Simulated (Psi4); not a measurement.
# C2HF (fluoroacetylene) at CCSD(T)/cc-pVTZ

What is the energy change on altering one bond length of C2HF (fluoroacetylene) at CCSD(T)/cc-pVTZ? 

The calculation is run with Psi4 1.11.

3 further runs of the same task are left out: 3 set aside as unsound or not needed.

### 1 The molecule

C2HF has 4 atoms, charge 0, and is taken as a singlet. SMILES: `C#CF`. The coordinates come from a PBE0-D4/def2-TZVP relaxation.

Bond lengths: C1–C2 1.192 Å, C2–F3 1.270 Å, C1–H4 1.063 Å. Angles: C1–C2–F3 180.0°, C2–C1–H4 180.0°.

### 2 A single-point energy at CCSD(T)/cc-pVTZ

Contents of c2hf_ase.py:

```python
import numpy as np
from ase.calculators.psi4 import Psi4
from ase import Atoms

atoms = Atoms(['C', 'C', 'F', 'H'], positions=[
    [-0.361030, 0.453110, -0.290220],
    [0.303270, -0.380840, 0.243810],
    [1.010600, -1.269010, 0.812300],
    [-0.952830, 1.196740, -0.765890],
])
calc = Psi4(atoms=atoms, method='ccsd(t)', basis='cc-pVTZ', memory='2200MB', num_threads=1, charge=0, multiplicity=1, label='psi4-calc')
calc.psi4.set_options({'puream': True, 'e_convergence': 1e-09, 'd_convergence': 1e-08, 'scf_type': 'pk', 'num_frozen_docc': 3})
atoms.calc = calc

print(f'energy: {atoms.get_potential_energy():.6f} eV')
```

On the command line:

```console
$ python c2hf_ase.py
```

psi4-calc.dat:

```text
[...]
  Running in c1 symmetry.
[...]
  Nuclear repulsion =   55.832094169203366
[...]
  Multiplicity = 1
[...]
  Nalpha       = 11
  Nbeta        = 11
[...]
    Number of basis functions: 104
[...]
   @RHF iter   1:  -175.65004911778655   -6.95558e-01   3.66565e-03 ADIIS/DIIS
[...]
   @RHF iter  11:  -175.71344470440098   -1.10845e-12   1.67737e-09 DIIS
[...]
    Orbital Energies [Eh]
    ---------------------
    Doubly Occupied:
       1A    -26.384637     2A    -11.337786     3A    -11.244929
       4A     -1.709813     5A     -1.051477     6A     -0.863209
       7A     -0.761788     8A     -0.761788     9A     -0.721194
      10A     -0.416696    11A     -0.416696
[...]
  @RHF Final Energy:  -175.71344470440098
   => Energetics <=
    Nuclear Repulsion Energy =             55.8320941692033657
    One-Electron Energy =                -351.7510532195145174
    Two-Electron Energy =                 120.2055143459101885
    Total Energy =                       -175.7134447044009846
[...]
 Multipole Moments:
 ------------------------------------------------------------------------------------
     Multipole            Electronic (a.u.)      Nuclear  (a.u.)        Total (a.u.)
 ------------------------------------------------------------------------------------
 L = 1.  Multiply by 2.5417464519 to convert [e a0] to [Debye]
 Dipole X            :          1.6650930           -1.8442565           -0.1791634
 Dipole Y            :         -2.0908588            2.3160865            0.2252277
 Dipole Z            :          1.3384086           -1.4823992           -0.1439905
 Magnitude           :                                                    0.3218079
[...]
      * MP2 total energy                      = -176.263175474118839
[...]
      * CCSD total energy                     = -176.270090403715614
[...]
      * CCSD(T) total energy                  = -176.294002298626566
```

Standard output:

```text
energy: -4797.204150 eV
```

Run time: 1.8 min. Hardware: 1 thread of Intel Xeon at 2.50GHz (Skylake/Cascade Lake), shared host; peak memory 1.4 GiB.

### 3 The distorted shape at the same level

Contents of c2hf.xyz:

```xyz
4
C2HF
C      0.349136    -0.439254     0.280589
C      1.013436    -1.273204     0.814619
F      1.720766    -2.161374     1.383109
H     -0.952830     1.196740    -0.765890
```

Contents of run.py:

```python
import psi4

psi4.set_memory(2200000000)
psi4.set_num_threads(1)
psi4.core.set_output_file('c2hf.out', False)

with open('c2hf.xyz') as f:
    atoms = ''.join(f.readlines()[2:])
mol = psi4.geometry('0 1\n' + atoms + 'symmetry c1')

psi4.set_options(dict(basis='cc-pVTZ', puream=True, e_convergence=1e-09, d_convergence=1e-08, scf_type='pk', num_frozen_docc=3))

energy_value = psi4.energy('ccsd(t)', molecule=mol)
print('E =', round(energy_value, 9))
```

On the command line:

```console
$ python run.py
```

c2hf.out:

```text
[...]
  Running in c1 symmetry.
[...]
  Nuclear repulsion =   53.335007375164722
[...]
  Multiplicity = 1
[...]
  Nalpha       = 11
  Nbeta        = 11
[...]
    Number of basis functions: 104
[...]
   @RHF iter   1:  -175.33392454865427   -6.87882e-01   4.17096e-03 ADIIS/DIIS
[...]
   @RHF iter  11:  -175.46064347582788   -1.90710e-11   8.20921e-09 DIIS
[...]
    Orbital Energies [Eh]
    ---------------------
    Doubly Occupied:
       1A    -26.373042     2A    -11.324618     3A    -11.281518
       4A     -1.698494     5A     -1.034548     6A     -0.846409
       7A     -0.751076     8A     -0.751076     9A     -0.453989
      10A     -0.405842    11A     -0.405842
[...]
  @RHF Final Energy:  -175.46064347582788
   => Energetics <=
    Nuclear Repulsion Energy =             53.3350073751647216
    One-Electron Energy =                -346.9383907278840979
    Two-Electron Energy =                 118.1427398768915111
    Total Energy =                       -175.4606434758278795
[...]
 Multipole Moments:
 ------------------------------------------------------------------------------------
     Multipole            Electronic (a.u.)      Nuclear  (a.u.)        Total (a.u.)
 ------------------------------------------------------------------------------------
 L = 1.  Multiply by 2.5417464519 to convert [e a0] to [Debye]
 Dipole X            :          1.9484682           -2.5101111           -0.5616430
 Dipole Y            :         -2.4468414            3.1527707            0.7059294
 Dipole Z            :          1.5661880           -2.0175921           -0.4514041
 Magnitude           :                                                    1.0087342
[...]
      * MP2 total energy                      = -176.043756706206096
[...]
      * CCSD total energy                     = -176.066673695406507
[...]
      * CCSD(T) total energy                  = -176.099730390089690
```

Standard output:

```text
E = -176.09973039
```

Wall time 1.9 min (1 thread of Intel Xeon at 2.50GHz (Skylake/Cascade Lake), shared host); peak memory 1.3 GiB.

### 4 Results

Level: CCSD(T)/cc-pVTZ, 3 core orbitals frozen.

```
                                                         quantity          value
                                        first shape: total energy  -176.29400 Eh
                 first shape: HOMO energy (Hartree–Fock orbitals)      -11.34 eV
                 first shape: LUMO energy (Hartree–Fock orbitals)        4.20 eV
               first shape: HOMO–LUMO gap (Hartree–Fock orbitals)       15.53 eV
         first shape: correlation energy (3 core orbitals frozen)     -580.6 mEh
                                      first shape: (T) correction     -23.91 mEh
                                       first shape: T1 diagnostic          0.013
                                    distorted shape: total energy  -176.09973 Eh
             distorted shape: HOMO energy (Hartree–Fock orbitals)      -11.04 eV
             distorted shape: LUMO energy (Hartree–Fock orbitals)       -2.16 eV
           distorted shape: HOMO–LUMO gap (Hartree–Fock orbitals)        8.89 eV
     distorted shape: correlation energy (3 core orbitals frozen)     -639.1 mEh
                                  distorted shape: (T) correction     -33.06 mEh
                                   distorted shape: T1 diagnostic          0.027
energy change with the C1–H4 bond stretched from 1.063 to 2.338 Å       5.286 eV
```

One bond (distorted shape) is far stretched, which a spin-restricted single reference describes badly; perturbation theory on it can break down and give far too much correlation. With the C1–H4 bond stretched from 1.063 to 2.338 Å the energy rises by 5.29 eV (122 kcal/mol). The first shape isn't relaxed at this level, so the change isn't measured from a minimum. A restricted reference can't describe the breaking bond well at this length. The triples (first shape) make up 4.1 % of the correlation energy. The T1 diagnostic (distorted shape) of 0.027 is above the customary mark for such species, so a single reference may not serve. The triples (distorted shape) make up 5.2 % of the correlation energy.
